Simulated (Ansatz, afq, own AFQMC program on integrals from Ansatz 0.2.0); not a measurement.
# Al$_{2}$H$_{3}$, doublet in cc-pVDZ, levels against CCSDT(Q)

```yaml
atoms:
  - { symbol: Al, position_ang: [0.0000, 0.0000, 1.2080] }
  - { symbol: Al, position_ang: [0.0000, 0.0000, -1.2475] }
  - { symbol: H, position_ang: [0.0000, 1.4042, 1.9470] }
  - { symbol: H, position_ang: [0.0000, -1.4042, 1.9470] }
  - { symbol: H, position_ang: [0.0000, 0.0000, -2.8369] }
```

Connectivity, by distances: AlH2–AlH.

Basis cc-pVDZ. Noble-gas cores (and the filled d shells of Ga–Kr and In–Xe) are frozen. Integrals, coupled cluster, full CI and functionals: Ansatz 0.2.0; the random walks run on the same integrals in our own AFQMC program. The CISD trial takes its coefficients from CCSD amplitudes. Released means that phaseless walkers are propagated on without the constraint, phases kept. Error bars are statistical, one sigma.

Determinant: ROHF, the one that the program's search chose, which needn't be the lowest solution. The geometry is a point of a scan.

No full CI on the walks' own integrals is used here; CCSDT(Q) serves as the reference and is uncertain by about the last step of the cluster series.

```
T1 diagnostic                               : 0.0197
weight of the determinant in the CISD state : 0.882
size of the correlated space                : 9 electrons in 41 orbitals
```

Reference: CCSDT(Q), correlation energy -4.388 eV. The released energy is read at 2.40 1/Eh (meV from the phaseless value at times in 1/Eh: -9 ± 9 at 0.24, -7 ± 8 at 0.51, -15 ± 8 at 0.99, -13 ± 9 at 1.62, -10 ± 11 at 2.40).

| level | E − E(reference) (kJ/mol) | share of correlation (%) |
| --- | --- | --- |
| HF | 423.4 | 0.00 |
| MP2 | 109.4 | 74.15 |
| CCSD | 13.7 | 96.76 |
| CCSD(T) | 3.6 | 99.14 |
| CCSDT | 0.4 | 99.89 |
| ph-AFQMC/HF | -1.7 ± 3.9 | 100.40 |
| ph-AFQMC/CISD | 2.3 ± 0.6 | 99.46 |
| released AFQMC | 1.3 ± 1.1 | 99.68 |

A walk keeps the symmetry of its determinant, which the program's search chose and which needn't be the lowest solution, so a lower state of the same spin and another symmetry isn't excluded. Released energies are given only where the last usable release times agree within the noise; a slower fall can still hide under it.
